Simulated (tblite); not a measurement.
Thiirane, C₂H₄S.
InChI=1S/C2H4S/c1-2-3-1/h1-2H2

Level: GFN2-xTB in tblite, geometry and Hessian alike; calculated harmonic values, unscaled, isolated species. This tight-binding method is rough: wavenumbers can miss measured ones by several per cent, in bad cases by 10 to 20.

Harmonic wavenumbers (cm⁻¹): 694.0, 726.5, 814.6, 863.5, 924.3, 1022.5, 1036.1, 1129.8, 1184.1, 1408.6, 1442.0, 3052.8, 3059.8, 3060.4, 3078.4.

A = 22079, B = 11065, C = 8166 MHz; mass 60.003 u (most abundant isotopes); point group C2v, symmetry number 2.

**Question.** What is the zero-point energy?

**Answer.** Half the sum of the wavenumbers: 11749 cm⁻¹ = 33.59 kcal/mol.

**Question.** Give the ideal-gas entropy at 400 K and 1 bar in the rigid-rotor, harmonic-oscillator model (classical rotation).

**Answer.** Translation 39.68, rotation 22.10, vibration 3.26: S = 65.0 cal/(mol K).

**Question.** And Cp and H(400 K) − H(0)?

**Answer.** Cp = 16.29 cal/(mol K), of which vibrations give 8.34 (their classical limit is 15 R = 29.8); H(400 K) − H(0) = 4.17 kcal/mol without the zero-point energy, 0.99 from vibrations.

**Question.** How do the functions run with temperature in this model?

**Answer.** 
```
T (K)  S (cal/(mol K))  Cp (cal/(mol K))  H − H(0) (kcal/mol)  G − H(0) (kcal/mol)  ln q(vib)
  100             50.8               8.0                 0.80                -4.28       0.00
  200             56.5               9.3                 1.64                -9.67       0.02
  300             60.9              12.6                 2.72               -15.55       0.14
  500             69.0              19.4                 5.96               -28.55       0.75
  800             79.6              25.5                12.77               -50.89       2.15
 1000             85.6              28.1                18.14               -67.42       3.17
```

q(vib) and H(0) count from the zero-point level.

**Question.** Which modes carry the vibrational entropy at 400 K?

**Answer.** 694.0 cm⁻¹: 0.62; 726.5 cm⁻¹: 0.56; 814.6 cm⁻¹: 0.44; 863.5 cm⁻¹: 0.38; 924.3 cm⁻¹: 0.32; 1022.5 cm⁻¹: 0.24 cal/(mol K); the other 9 give 0.70 together.

**Question.** What must be added to the electronic energy to get the Gibbs energy at 400 K and 1 bar?

**Answer.** ZPE + [H(400 K) − H(0)] − T·S = 33.59 + 4.17 − 26.02 = 11.74 kcal/mol.
